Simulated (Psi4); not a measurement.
Psi4 input (PBE/STO-3G):

```
memory 8100 MB

molecule {
0 1
H    -0.00000000   -0.00000000   -0.37201156
H     0.00000000    0.00000000    0.37201156
}

set {
  basis sto-3g
  scf_type df
}

energy('pbe')
print_variables()
```

Output:

```
-----------------------------------------------------------------------
          Psi4: An Open-Source Ab Initio Electronic Structure Package
                               Psi4 1.11 release

    D. G. A. Smith, L. A. Burns, A. C. Simmonett, R. M. Parrish,
    M. C. Schieber, R. Galvelis, P. Kraus, H. Kruse, R. Di Remigio,
    A. Alenaizan, A. M. James, S. Lehtola, J. P. Misiewicz, M. Scheurer,
    R. A. Shaw, J. B. Schriber, Y. Xie, Z. L. Glick, D. A. Sirianni,
    J. S. O'Brien, J. M. Waldrop, A. Kumar, E. G. Hohenstein,
    B. P. Pritchard, B. R. Brooks, H. F. Schaefer III, A. Yu. Sokolov,
    K. Patkowski, A. E. DePrince III, U. Bozkaya, R. A. King,
    F. A. Evangelista, J. M. Turney, T. D. Crawford, C. D. Sherrill,
    J. Chem. Phys. 152(18) 184108 (2020). https://doi.org/10.1063/5.0006002

                            Additional Code Authors
    E. T. Seidl, C. L. Janssen, E. F. Valeev, M. L. Leininger,
    J. F. Gonthier, R. M. Richard, H. R. McAlexander, M. Saitow, X. Wang,
    P. Verma, M. H. Lechner, A. Jiang, S. Behnle, A. G. Heide,
    M. F. Herbst, D. L. Poole, T. Győri, E. C. Mitchell, J. P. Pederson,
    and A. M. Wallace

             Previous Authors, Complete List of Code Contributors,
                       and Citations for Specific Modules
    https://github.com/psi4/psi4/blob/master/codemeta.json
    https://github.com/psi4/psi4/graphs/contributors
    https://psicode.org/psi4manual/master/introduction.html#citing-psifour

    -----------------------------------------------------------------------

    Threads:    4
    Addons:     a̶d̶c̶c̶, a̶m̶b̶i̶t̶, b̶s̶e̶, c̶c̶t̶3̶, c̶f̶o̶u̶r̶, c̶h̶e̶m̶p̶s̶2̶, c̶p̶p̶e̶, d̶d̶x̶,
                d̶f̶t̶d̶3̶, d̶f̶t̶d̶4̶, dkh, ecpint, einsums, f̶o̶r̶t̶e̶, gauxc, g̶c̶p̶,
                g̶d̶m̶a̶, g̶e̶o̶m̶e̶t̶r̶i̶c̶, g̶p̶u̶_̶d̶f̶c̶c̶, i̶n̶t̶e̶g̶r̶a̶t̶o̶r̶x̶x̶,
                i̶p̶i̶, l̶i̶b̶e̶f̶p̶, m̶d̶i̶, m̶p̶2̶d̶, m̶r̶c̶c̶, ooo,
                o̶p̶e̶n̶f̶e̶r̶m̶i̶o̶n̶p̶s̶i̶4̶, pcmsolver, p̶s̶i̶4̶f̶o̶c̶k̶c̶i̶, p̶s̶i̶x̶a̶s̶,
                p̶y̶e̶i̶n̶s̶u̶m̶s̶, r̶e̶s̶p̶, s̶i̶m̶i̶n̶t̶, s̶n̶s̶m̶p̶2̶,
                v̶2̶r̶d̶m̶_̶c̶a̶s̶s̶c̶f̶

  ==> Input File <==

--------------------------------------------------------------------------
memory 8100 MB

molecule {
0 1
H    -0.00000000   -0.00000000   -0.37201156
H     0.00000000    0.00000000    0.37201156
}

set {
  basis sto-3g
  scf_type df
}

energy('pbe')
print_variables()
--------------------------------------------------------------------------

   => Libint2 <=

    Primary   basis highest AM E, G, H:  7, 6, 3
    Auxiliary basis highest AM E, G, H:  7, 7, 4
    Onebody   basis highest AM E, G, H:  -, -, -
    Solid Harmonics ordering:            Gaussian

   => Loading Basis Set <=

    Name: STO-3G
    Role: ORBITAL
    Keyword: BASIS
    atoms 1-2 entry H          line    19 file sto-3g.gbs

         ---------------------------------------------------------
                                   SCF
               by Justin Turney, Rob Parrish, Andy Simmonett
                          and Daniel G. A. Smith
                              RKS Reference
                        4 Threads,   7724 MiB Core
         ---------------------------------------------------------

  ==> Geometry <==

    Molecular point group: d2h
    Full point group: D_inf_h

    Geometry (in Angstrom), charge = 0, multiplicity = 1:

       Center              X                  Y                   Z               Mass
    ------------   -----------------  -----------------  -----------------  -----------------
         H            0.000000000000     0.000000000000    -0.372011560000     1.007825032230
         H            0.000000000000     0.000000000000     0.372011560000     1.007825032230

  Running in d2h symmetry.

  Rotational constants: A = ************  B =     60.43221  C =     60.43221 [cm^-1]
  Rotational constants: A = ************  B = 1811712.12794  C = 1811712.12794 [MHz]
  Nuclear repulsion =    0.711237589861455

  Charge       = 0
  Multiplicity = 1
  Electrons    = 2
  Nalpha       = 1
  Nbeta        = 1

  ==> Algorithm <==

  SCF Algorithm Type is DF.
  DIIS enabled.
  MOM disabled.
  Fractional occupation disabled.
  Guess Type is SAD.
  Energy threshold   = 1.00e-06
  Density threshold  = 1.00e-06
  Integral threshold = 1.00e-12

  ==> Primary Basis <==

  Basis Set: STO-3G
    Blend: STO-3G
    Number of shells: 2
    Number of basis functions: 2
    Number of Cartesian functions: 2
    Spherical Harmonics?: true
    Max angular momentum: 0

  ==> DFT Potential <==

   => LibXC <=

    Version 7.1.2
    S. Lehtola, C. Steigemann, M. J. T. Oliveira, and M. A. L. Marques,  SoftwareX 7, 1–5 (2018) (10.1016/j.softx.2017.11.002)

   => Composite Functional: PBE <=

    PBE GGA Exchange-Correlation Functional

    J.P. Perdew et. al., Phys. Rev. Lett., 77(18), 3865-3868, 1996

    Deriv               =              1
    GGA                 =           TRUE
    Meta                =          FALSE

    Exchange Hybrid     =          FALSE
    MP2 Hybrid          =          FALSE

   => Exchange Functionals <=

    1.0000     XC_GGA_X_PBE

   => Correlation Functionals <=

    1.0000     XC_GGA_C_PBE

   => LibXC Density Thresholds  <==

    XC_GGA_C_PBE:  1.00E-12
    XC_GGA_X_PBE:  1.00E-15

   => Molecular Quadrature <=

    Radial Scheme          =       TREUTLER
    Pruning Scheme         =           NONE
    Nuclear Scheme         =       TREUTLER

    Blocking Scheme        =         OCTREE
    BS radius alpha        =              1
    Pruning alpha          =              1
    Radial Points          =             75
    Spherical Points       =            302
    Total Points           =          44640
    Total Blocks           =            392
    Max Points             =            256
    Max Functions          =              2
    Weights Tolerance      =       1.00E-15

   => Loading Basis Set <=

    Name: (STO-3G AUX)
    Role: JKFIT
    Keyword: DF_BASIS_SCF
    atoms 1-2 entry H          line    18 file def2-universal-jkfit.gbs

  ==> Integral Setup <==

  DFHelper Memory: AOs need 0.000 GiB; user supplied 5.655 GiB.
  SCF_SUBTYPE=INCORE selected. In-core MEM_DF algorithm will be used.
  Using in-core AOs.

  ==> MemDFJK: Density-Fitted J/K Matrices <==

    J tasked:                   Yes
    K tasked:                    No
    wK tasked:                   No
    OpenMP threads:               4
    Algorithm:                 Core
    Schwarz Cutoff:           1E-12
    Mask sparsity (%):       0.0000
    Fitting Condition:        1E-10

   => Auxiliary Basis Set <=

  Basis Set: (STO-3G AUX)
    Blend: DEF2-UNIVERSAL-JKFIT
    Number of shells: 12
    Number of basis functions: 36
    Number of Cartesian functions: 40
    Spherical Harmonics?: true
    Max angular momentum: 2

  Cached 100.0% of DFT collocation blocks in 0.003 [GiB].

  Minimum eigenvalue in the overlap matrix is 1.0000000000E+00.
  Reciprocal condition number of the overlap matrix is 1.0000000000E+00.
    Using symmetric orthogonalization.

  ==> Pre-Iterations <==

  SCF Guess: Superposition of Atomic Densities via on-the-fly atomic UHF (no occupation information).

   -------------------------
    Irrep   Nso     Nmo
   -------------------------
     Ag         1       1
     B1g        0       0
     B2g        0       0
     B3g        0       0
     Au         0       0
     B1u        1       1
     B2u        0       0
     B3u        0       0
   -------------------------
    Total       2       2
   -------------------------

  ==> Iterations <==

                           Total Energy        Delta E     RMS |[F,P]|

   @DF-RKS iter SAD:    -0.89928691553682   -8.99287e-01   0.00000e+00
   @DF-RKS iter   1:    -1.15207041710525   -2.52784e-01   0.00000e+00 DIIS
   @DF-RKS iter   2:    -1.15207041710525    2.22045e-16   0.00000e+00 DIIS
  Energy and wave function converged.

  ==> Post-Iterations <==

   Electrons on quadrature grid:
      Ntotal   =    2.0000000002 ; deviation = 2.435e-10

    Orbital Energies [Eh]
    ---------------------

    Doubly Occupied:

       1Ag    -0.358478

    Virtual:

       1B1u    0.379739

    Final Occupation by Irrep:
             Ag   B1g   B2g   B3g    Au   B1u   B2u   B3u
    DOCC [     1,    0,    0,    0,    0,    0,    0,    0 ]
    NA   [     1,    0,    0,    0,    0,    0,    0,    0 ]
    NB   [     1,    0,    0,    0,    0,    0,    0,    0 ]

  @DF-RKS Final Energy:    -1.15207041710525

   => Energetics <=

    Nuclear Repulsion Energy =              0.7112375898614546
    One-Electron Energy =                  -2.5017608050446101
    Two-Electron Energy =                   1.3479285079867456
    DFT Exchange-Correlation Energy =      -0.7094757099088437
    Empirical Dispersion Energy =           0.0000000000000000
    VV10 Nonlocal Energy =                  0.0000000000000000
    Total Energy =                         -1.1520704171052536

Computation Completed

Properties will be evaluated at   0.000000,   0.000000,   0.000000 [a0]

Properties computed using the SCF density matrix

 Multipole Moments:

 ------------------------------------------------------------------------------------
     Multipole            Electronic (a.u.)      Nuclear  (a.u.)        Total (a.u.)
 ------------------------------------------------------------------------------------

 L = 1.  Multiply by 2.5417464519 to convert [e a0] to [Debye]
 Dipole X            :          0.0000000            0.0000000            0.0000000
 Dipole Y            :          0.0000000            0.0000000            0.0000000
 Dipole Z            :          0.0000000            0.0000000            0.0000000
 Magnitude           :                                                    0.0000000

 ------------------------------------------------------------------------------------

  Variable Map:
  ----------------------------------------------------------------------------
  "CURRENT ENERGY"              =>      -1.152070417105
  "CURRENT REFERENCE ENERGY"    =>      -1.152070417105
  "DD SOLVATION ENERGY"         =>       0.000000000000
  "DFT FUNCTIONAL TOTAL ENERGY" =>      -1.152070417105
  "DFT TOTAL ENERGY"            =>      -1.152070417105
  "DFT VV10 ENERGY"             =>       0.000000000000
  "DFT XC ENERGY"               =>      -0.709475709909
  "GRID ELECTRONS ALPHA"        =>       1.000000000122
  "GRID ELECTRONS BETA"         =>       1.000000000122
  "GRID ELECTRONS TOTAL"        =>       2.000000000243
  "NUCLEAR REPULSION ENERGY"    =>       0.711237589861
  "ONE-ELECTRON ENERGY"         =>      -2.501760805045
  "PCM POLARIZATION ENERGY"     =>       0.000000000000
  "PE ENERGY"                   =>       0.000000000000
  "SCF ITERATION ENERGY"        =>      -1.152070417105
  "SCF ITERATIONS"              =>       2.000000000000
  "SCF TOTAL ENERGY"            =>      -1.152070417105
  "TWO-ELECTRON ENERGY"         =>       1.347928507987
  "XC GRID RADIAL POINTS"       =>      75.000000000000
  "XC GRID SPHERICAL POINTS"    =>     302.000000000000
  "XC GRID TOTAL POINTS"        =>   44640.000000000000

  Array Variable Map:
  ----------------------------------------------------------------------------
  "CURRENT DIPOLE"              =>       0.000000000000 ... 0.000000000000 1 by 3
  "SCF DIPOLE"                  =>       0.000000000000 ... 0.000000000000 1 by 3
  "SCF TOTAL ENERGIES"          =>      -0.899286915537 ... -1.152070417105 1 by 3

*** Psi4 exiting successfully. Buy a developer a beer!
```
